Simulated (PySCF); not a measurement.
Job file and geometry (Å, from PBE0-D3(BJ)/def2-TZVP) of an NMR shielding run on `O=C(Cl)C1CC1`, C₄H₅ClO, GIAO wB97X-D/pcSseg-2 NMR shielding, non-relativistic, gas phase in PySCF 2.14.0, density-fitted response routines; density fitting, a coarse starting grid and PySCF grid level 2 are the driver's defaults:

```
$ OMP_NUM_THREADS=2 python probes_run.py task.json out

{"job": {"kind": "nmr", "xc": "wB97X-D", "basis": "pcSseg-2", "pop": false}, "charge": 0, "multiplicity": 1}
O      1.662808    -2.001210     0.618217
C      1.174051    -1.069124     0.081259
Cl     1.987511    -0.348607    -1.357645
C     -0.072920    -0.398870     0.467140
C     -0.246799     1.094909     0.326862
C     -1.009317     0.190047    -0.560666
H     -0.515722    -0.873030     1.333989
H      0.579413     1.645243    -0.101695
H     -0.760336     1.582618     1.144956
H     -2.064531     0.037830    -0.376110
H     -0.700480     0.120111    -1.594663
```

Problem. Write the output of this run.

Solution. 
```
coarse grid: 10160 points
cycle   1  E = -690.7040200359  dE =  1.217e+00  |g| = 8.866e-01  |ddm| = 2.322e+00
cycle   2  E = -690.4763060860  dE =  2.277e-01  |g| = 1.489e+00  |ddm| = 1.505e+00
cycle   3  E = -690.8614069088  dE = -3.851e-01  |g| = 9.303e-02  |ddm| = 9.319e-01
cycle   4  E = -690.8629873898  dE = -1.580e-03  |g| = 5.662e-02  |ddm| = 1.291e-01
cycle   5  E = -690.8636286777  dE = -6.413e-04  |g| = 1.023e-02  |ddm| = 4.516e-02
cycle   6  E = -690.8636624786  dE = -3.380e-05  |g| = 4.048e-03  |ddm| = 1.589e-02
cycle   7  E = -690.8636684005  dE = -5.922e-06  |g| = 1.058e-03  |ddm| = 5.662e-03
final grid: 94648 points
cycle   8  E = -690.8696082921  dE = -2.661e-04  |g| = 6.344e-03  |ddm| = 5.910e-02
cycle   9  E = -690.8696119001  dE = -3.608e-06  |g| = 5.418e-03  |ddm| = 1.326e-02
cycle  10  E = -690.8696183041  dE = -6.404e-06  |g| = 9.027e-04  |ddm| = 5.202e-03
cycle  11  E = -690.8696184081  dE = -1.040e-07  |g| = 6.078e-04  |ddm| = 1.115e-03
cycle  12  E = -690.8696184788  dE = -7.074e-08  |g| = 1.811e-04  |ddm| = 4.520e-04
cycle  13  E = -690.8696184864  dE = -7.549e-09  |g| = 5.291e-05  |ddm| = 2.015e-04
cycle  14  E = -690.8696184874  dE = -1.049e-09  |g| = 1.729e-05  |ddm| = 6.849e-05
cycle  15  E = -690.8696184876  dE = -1.962e-10  |g| = 5.112e-06  |ddm| = 3.846e-05
converged SCF energy = -690.8696184876

GIAO shielding tensors (ppm)
atom      isotropic    diamagn.    paramagn.     s11        s22        s33       span
  0 O     -243.443     391.487    -634.930   -593.175   -362.709    225.555    818.729
  1 C       -4.917     249.507    -254.423   -123.039     36.500     71.789    194.828
  2 Cl     564.034    1147.656    -583.623    164.355    517.206   1010.540    846.186
  3 C      160.108     247.505     -87.397    110.529    138.474    231.319    120.789
  4 C      172.963     250.905     -77.941    143.687    173.920    201.282     57.595
  5 C      172.967     250.916     -77.949    143.713    173.949    201.239     57.526
  6 H       29.884      31.268      -1.383     23.537     27.319     38.797     15.260
  7 H       30.224      31.081      -0.857     23.873     28.962     37.837     13.965
  8 H       30.660      30.151       0.509     24.942     26.117     40.920     15.978
  9 H       30.650      30.140       0.511     24.948     26.103     40.900     15.951
 10 H       30.220      31.091      -0.871     23.848     28.971     37.840     13.992
```

Problem. Turn these shieldings into chemical shifts. Referencing at the same level of theory: ¹⁷O (328.24 ppm) vs H2O; ¹³C (186.29 ppm), ¹H (31.63 ppm) against TMS; HCl for ³⁵Cl (940.66 ppm).

Solution. Averaging equivalent atoms: O 0: 571.7; C 1: 191.2; C 3: 26.2; C 4/5: 13.3; Cl 2: 377; H 6: 1.75; H 7/10: 1.41; H 8/9: 0.98 ppm. Unscaled 17O shifts of doubly bonded oxygen tend to come out too high, by tens of ppm or more. Experimental scales use liquid or dissolved standards, which lie at an offset from isolated H2O (liquid H2O: subtract about 36 ppm).

Size and cost of the density-fitted run: 293 basis functions, 110 s wall time (3.5 min CPU) on 2 threads of an Intel Xeon, shared host; peak memory 2 GiB.
